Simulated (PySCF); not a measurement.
**Mg: ionisation energy**

Mg [Ne] 3s2 (1S) → Mg⁺ [Ne] 3s1 (2S), as a difference of total energies. Calculation: PySCF 2.14, in aug-cc-pV5Z (8s7p5d4f3g2h, 131 functions); the non-relativistic Hamiltonian (point nucleus). Correlated levels: valence: [Ne] frozen. The calculations carry no spin-orbit coupling.

Order these methods by the ionisation energy they give, lowest first.
A. r2SCAN
B. M06-2X
C. PBE0
D. PBE

A (7.369 eV), C (7.543 eV), D (7.614 eV), B (7.769 eV).

MP2 underrates the near-degeneracy of ns² with np² in the lower species.

For comparison: 7.646 eV (measured; NIST Atomic Spectra Database, ionization energies).
